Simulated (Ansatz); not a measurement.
**SiH2O (oxosilane): the energy, rung by rung**

SiH2O has 4 atoms, charge 0, and is taken as a singlet. SMILES: `O=[SiH2]`. Geometry: relaxed at PBE0-D4/def2-TZVP.

```xyz
4

O    -0.2832    0.4135    1.4695
Si   -0.0067    0.0098    0.0349
H     0.4399   -1.3460   -0.3762
H    -0.1500    0.9227   -1.1283
```

Quantity: the energy change with the O1–Si2 bond stretched from 1.516 to 3.032 Å, in eV. The values are calculated.

| level | kind | program | value (eV) | less FCI/STO-3G |
| --- | --- | --- | --- | --- |
| HF/STO-3G (restricted) | Hartree–Fock | Ansatz | 5.11 | +0.52 |
| BCCD(T)/STO-3G (restricted) | coupled cluster or CI | Ansatz | 6.52 | +1.93 |
| CCSD(T)/STO-3G (restricted) | coupled cluster or CI | Ansatz | 6.53 | +1.94 |
| CCSD/STO-3G (restricted) | coupled cluster or CI | Ansatz | 6.37 | +1.78 |
| FCI/STO-3G | exact in the basis | Ansatz | 4.59 | 0.00 |

FCI/STO-3G is exact within its basis and frozen core, so for wave-function methods in that basis the difference is their error. A spin-restricted reference rises too steeply as a bond breaks; here HF/STO-3G, BCCD(T)/STO-3G, CCSD(T)/STO-3G, CCSD/STO-3G lie well above the multireference or unrestricted value. The first shape isn't each level's own minimum. The values span 4.59 to 6.53 eV. All rows use very small basis sets, so none should be taken for the real molecule's value.
